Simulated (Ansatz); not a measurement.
We consider rock-salt TiC, described by PBEsol in Ansatz (PAW).

Settings: plane-wave cutoff 500 eV, 16×16×16 k mesh, Fermi–Dirac smearing 0.05 eV, no spin polarisation, scalar-relativistic PAW data made under PBE.

Computed at the level's own relaxed cell.

Task: Estimate the volume per atom and lattice constant a that the calculation returns.

Result: 
- volume per atom = 9.89 Å³/atom
- lattice constant a = 4.293 Å

Measured, for comparison: equilibrium volume per atom 10.15 Å³/atom, lattice constant a 4.33 Å (temperature not stated, not corrected to a static lattice; as tabulated in Zhang et al. (2018), doi:10.1088/1367-2630/aac7f0). Computed (rounded) less measured: equilibrium volume per atom -2.6 %, lattice constant a -0.9 %. A static lattice is as a rule a little smaller and stiffer than an uncorrected measurement, which narrows the difference in the lattice constant a and would widen misses of the other sign.

The computed numbers hold no vibrational or temperature effects.

It cost around 14 core-seconds (rough) of CPU time.

Ansatz is a program for electronic structure.
